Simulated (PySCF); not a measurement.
**State search for NaSi**

Unrestricted PBE0; Na def2-TZVP, Si def2-TZVP; no relativity (PySCF 2.14). Outer shells of the fragments: Na 3s1; Si 3s2 3p2.

Followed along the bond (rough minima from three points):

| 2Ms+1 | unpaired | ⟨S²⟩ at the start | R at minimum (Å) | Te (eV) |
| --- | --- | --- | --- | --- |
| 4 | σ ↑, π ↑↑ | 3.75 | 2.70 | 0.00 |
| 2 | σ ↓, π ↑↑ | 1.77 | 2.76 | 0.45 |
| 2 | π ↑ | 0.76 | 2.87 | 0.52 |
| 2 | σ ↑ | 0.76 | 2.73 | 1.34 |

Solutions found at the starting distance of 2.690 Å, counted from the lowest of them; the search is not exhaustive and high or unbound solutions are not listed, so other states can lie among these:

```csv
2Ms+1,unpaired,term,E (eV),⟨S²⟩,⟨Lz²⟩,μ (D)
4,"σ ↑, π ↑↑",⁴Σ⁻,0.00,3.75,0.00,-7.18
2,"σ ↓, π ↑↑",mixed,0.46,1.77,0.00,-6.85
2,"σ ↑, π ↑↓",mixed,0.46,1.77,2.03,-7.02
2,π ↑,²Π,0.56,0.76,1.01,-5.26
2,σ ↑,mixed,1.34,0.76,2.01,-6.82
4,"σ ↑↑, π ↑",⁴Π,2.00,3.76,1.01,4.12
2,π ↑,²Π,2.02,0.76,1.02,-7.58
4,"σ ↑, π ↑↑",mixed,3.40,3.76,2.01,2.24
4,π ↑↑↑,⁴Π,3.92,3.76,1.00,2.05
```

A term symbol is given only where ⟨S²⟩ and ⟨Lz²⟩ are close to those of a pure state; real π, δ and φ orbitals otherwise mix terms. A positive dipole means Na(−)Si(+).

Counting both spins, an empty level lies below a filled one in some of these solutions, because spin and occupation are held.
